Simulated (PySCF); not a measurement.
Orbital energies, ionisation energy and electron affinity

Species: C2H4O3S.
Geometry (PBE0-D3(BJ)/def2-SVP, Å), atoms numbered from 1 in this order:
```xyz
10
C2H4O3S angstrom
C      1.605    0.455   -0.150
C      0.581    0.102    0.621
S     -0.817   -0.713   -0.075
O     -0.648   -0.814   -1.514
O     -1.134   -1.849    0.755
O     -1.988    0.377    0.202
H      1.576    0.267   -1.227
H      2.491    0.931    0.277
H      0.522    0.237    1.705
H     -2.066    0.931   -0.590
```

Level: PBE0/def2-SVPD (PySCF). Frontier orbitals with their largest atomic shares (Löwdin; up to four atoms above 4 %):

```tsv
orbital	ε (eV)	main atoms
HOMO−3	-9.88	O4 42 %, O5 30 %, S3 10 %, O6 8 %
HOMO−2	-9.69	O4 34 %, C2 19 %, O5 14 %, S3 12 %
HOMO−1	-9.44	O5 42 %, O4 35 %, O6 8 %, S3 6 %
HOMO	-8.97	?
LUMO	-1.54	C1 39 %, C2 30 %, S3 6 %, H8 5 %
LUMO+1	-0.03	S3 33 %, O6 22 %, H10 18 %, O4 7 %
LUMO+2	0.72	S3 21 %, C1 19 %, H8 18 %, H9 11 %
```

Question: What vertical ionisation energy does ΔSCF give, and how far is −ε(HOMO) from it?

Answer: ΔSCF: 11.07 eV (1068 kJ/mol; threshold wavelength 112 nm); ⟨S²⟩ of the doublet left behind is 0.761, against 0.75 for a pure doublet. −ε(HOMO) is 8.97 eV, 2.10 eV below it. For the exact functional −ε(HOMO) would equal the first vertical ionisation energy; PBE0 (global hybrid, 25 % exact exchange) falls short of its own ΔSCF value by 19 %.

Question: On which atoms does the HOMO lie?

Answer: C2 (alkene CH carbon) 28 %, C1 (terminal =CH2 carbon) 26 %, O5 (sulfonyl oxygen) 21 %, O4 (sulfonyl oxygen) 10 %, so no atom holds as much as 40 %. The HOMO−1 lies 0.47 eV lower.

Question: And the vertical electron affinity, the fundamental gap, Mulliken's electronegativity and the hardness (with the factor ½)?

Answer: EA = -0.45 eV by ΔSCF (−ε(LUMO) = 1.54 eV); a negative value means that the added electron isn't bound at this geometry and level, and the number then depends on the basis. IE − EA = 11.52 eV against an orbital gap of 7.43 eV; (IE + EA)/2 = 5.31 eV; (IE − EA)/2 = 5.76 eV. Parr's electrophilicity index (IE + EA)²/[8(IE − EA)] is 1.22 eV.

Question: The lowest singlet excitation (vertical TDDFT, same level) lies at 6.44 eV. How far is it below IE − EA?

Answer: IE − EA = 11.52 eV, so by 5.08 eV.

Question: What kinetic energy would electrons from this vertical process carry with Lyman-α light (10.199 eV)?

Answer: The photon is 0.87 eV short of the vertical value.

Question: With α = 55.7 au, estimate the like-pair dispersion coefficient by London's formula C6 = (3/4)α²I.

Answer: I = 0.4067 Eh, so C6 ≈ 947 au, a rough estimate.

One conformer (not necessarily the lowest) at the PBE0-D3(BJ)/def2-SVP geometry, without solvent, vibrations or thermal averaging.
